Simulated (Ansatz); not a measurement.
Calculation: frozen-core CCSD(T)/cc-pVTZ // r2SCAN-D4/def2-TZVP run with Ansatz (an electronic-structure program).

Ansatz 0.2 input:
```yaml
crystal:
  periodic: [false, false, false]
  atoms:
    - { symbol: C, position_ang: [-1.135788, -0.095987, 0.0053] }
    - { symbol: Si, position_ang: [1.090122, 0.092164, -0.005056] }
    - { symbol: H, position_ang: [-1.291518, 0.101282, -1.053607] }
    - { symbol: H, position_ang: [-1.337538, 0.702079, 0.716972] }
    - { symbol: H, position_ang: [-1.181277, -1.125971, 0.353889] }
    - { symbol: H, position_ang: [1.375777, -0.985525, -0.96707] }
    - { symbol: H, position_ang: [1.314617, -0.1733, 1.425902] }
    - { symbol: H, position_ang: [1.165605, 1.485257, -0.476332] }
basis:
  gaussian: { orbitals: cc-pVTZ }
correlation:
  method: ccsd_t
total_charge: 1
magnetization:
  spin_polarized: true
  initial_magnetization: 1
```

Output:

```
Functional definition: HF
817 factors; integrals over basis functions are off by at most 1.3e-3 eV
mean field evaluation 1: about -8977.2404 eV, gradient 1.7e1 eV
mean field evaluation 2: about -8977.2432 eV, gradient 1.7e1 eV
mean field evaluation 4: about -8979.2063 eV, gradient 1.7e0 eV
mean field evaluation 8: about -8979.2392 eV, gradient 3.6e-4 eV
mean field evaluation 16: about -8979.2341 eV, gradient 1.3e-1 eV
mean field evaluation 32: about -8971.0320 eV, gradient 5.0e0 eV
mean field evaluation 64: about -8970.5210 eV, gradient 3.5e-2 eV
mean field -8979.23923712 eV, -329.9809556173 hartree, gradient 9.7e-7 eV, S^2 0.759296; 2 other end points of the search recorded, 0 dependent functions left out
6 core orbitals not correlated
reference -8979.23923712 eV, -329.9809556173 hartree; 7, 6 occupied and 135, 136 virtual orbitals, 817 factors
second order -7.40690710 eV of doubles, -0.00000000 eV of singles
cycle   1  -8.26198001 eV  change   -8.6e-1 eV  update   6.5e-2
cycle   2  -8.57778724 eV  change   -3.2e-1 eV  update   2.2e-2
cycle   3  -8.59639965 eV  change   -1.9e-2 eV  update   6.7e-3
cycle   4  -8.59490252 eV  change    1.5e-3 eV  update   2.7e-3
cycle   5  -8.59482818 eV  change    7.4e-5 eV  update   1.1e-3
cycle   6  -8.59488899 eV  change   -6.1e-5 eV  update   3.4e-4
cycle   7  -8.59497325 eV  change   -8.4e-5 eV  update   1.3e-4
cycle   8  -8.59498776 eV  change   -1.5e-5 eV  update   3.7e-5
cycle   9  -8.59497859 eV  change    9.2e-6 eV  update   1.3e-5
perturbative correction -0.23398833 eV, -0.0085989125 hartree
Total energy: -8988.06820405 eV, -330.3054141672 hartree
```

Cost: roughly 40 core-seconds.
